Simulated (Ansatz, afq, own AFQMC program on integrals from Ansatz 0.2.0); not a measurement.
Integrals from Ansatz 0.2.0, then the random walk in our own AFQMC program (afq).

```yaml
crystal:
  periodic: [false, false, false]
  atoms:
    - {symbol: Al, position_ang: [-0.059867, 0.000147, -0.132768]}
    - {symbol: H, position_ang: [0.448722, 0.001802, 1.985772]}
    - {symbol: H, position_ang: [-0.317066, -0.008906, 1.956389]}
    - {symbol: H, position_ang: [0.733301, 1.383310, -0.188797]}
    - {symbol: H, position_ang: [0.737612, -1.380129, -0.199290]}
basis:
  gaussian: {orbitals: cc-pVTZ}
total_charge: 1
magnetization: {spin_polarized: true, initial_magnetization: 2}
correlation: {method: ccsd_t, electrons: outside_noble_gas, hamiltonian_folder: ham}
```

```sh
$ ansatz run in.yaml --threads 1 --pin off --events-out ev --progress --plain --max-ram 24576MiB --backend cuda --devices 0, --max-vram 18GiB
```

Options of the walk:

```
--method phaseless --trial cisd --walkers 1000 --populations 20 --least-time 60 --time-step 0.005 --steps-per-block 50 --equilibration-blocks 28 --max-blocks 4000 --target-error 0.00015 --factor-cut 1e-05 --start spin_pure --seed 2519 --release-times 0.24,0.51,0.99,1.62,2.4 --release-step 0.03 --release-every 3 --taylor-order 6
```

Times are imaginary, in 1/Eh. The walk had a cap of 237 s. With eight or more populations the least sampling time is a fifth of least-time, and the error comes from their spread.

```
orbitals 85  electrons 4 2  factors 504 of 512
reference energy -243.79324946 Eh
CCSD correlation -0.10433610 Eh in 12 cycles, weight of the determinant in the CISD state 0.9107
energy of the start -243.896643 Eh
 block  time / (1/Eh)  mean weight  energy / Eh
     1     0.250  0.9995  -243.896685
     2     0.500  0.9998  -243.897178
     3     0.750  0.9998  -243.897734
     4     1.000  0.9999  -243.898196
     5     1.250  0.9998  -243.898596
    10     2.500  0.9996  -243.899889
    15     3.750  1.0000  -243.900034
    20     5.000  1.0000  -243.899444
    25     6.250  1.0000  -243.899950
    27     6.750  1.0001  -243.900166
    30     7.500  1.0007  -243.899438
    34     8.500  1.0004  -243.899336
    35     8.750  0.9993  -243.899584
    40    10.000  0.9995  -243.899433
    45    11.250  0.9999  -243.899723
    50    12.500  1.0006  -243.899673
    55    13.750  1.0000  -243.899606
    60    15.000  1.0006  -243.899733
    65    16.250  1.0001  -243.899407
    70    17.500  1.0000  -243.899629
    75    18.750  0.9991  -243.899679
    78    19.500  0.9997  -243.899908
error from the spread of 20 populations
released: time / (1/Eh)  energy / Eh  error  mean overlap
  0.24  -243.899818  0.000079  0.9954
  0.51  -243.899984  0.000080  0.9938
  0.99  -243.900110  0.000085  0.9879
  1.62  -243.900162  0.000068  0.9891
  2.40  -243.900243  0.000066  0.9915
energy -243.899609 +/- 0.000070 Eh
(rows thinned)
```

Q: Estimate how long the walk took on 1 × NVIDIA H100 80GB HBM3 with 2 threads of AMD EPYC 7R13 Processor (Zen 3) (shared host) (the card was shared).

A: 30 s of wall time.

The run passed its tests (sampling time, drift between the halves within three errors, error under three times the target), which doesn't prove that it has relaxed.

Against this walk (error 1.9 meV) on the same determinant: CCSD(T) 2.0 meV lower (within the noise), CCSDT(Q) 22.0 meV lower. The error is statistical and leaves out the bias of the constraint. The released energies are still falling (meV from the phaseless value at times in 1/Eh: -5.7 ± 2.2 at 0.24, -10.2 ± 2.2 at 0.51, -13.6 ± 2.3 at 0.99, -15.1 ± 1.8 at 1.62, -17.3 ± 1.8 at 2.40), so they give no level; they do show a bias of the constraint, and the last of them that isn't too noisy lies 5 meV above CCSDT(Q). CCSDT(Q) is the surest value here, so the walk's 22 meV above it is most likely the bias of the constraint with this trial, which can have either sign.

Cautions: constraint bias not in the error; lower spins were not checked; unrestricted determinant slightly spin contaminated (⟨S²⟩ 2.07 against 2.00).

CCSDT and higher add their correlation energy to the determinant of the CCSD(T) run, since their own runs factorise the integrals more tightly (a shift of under 2 meV).
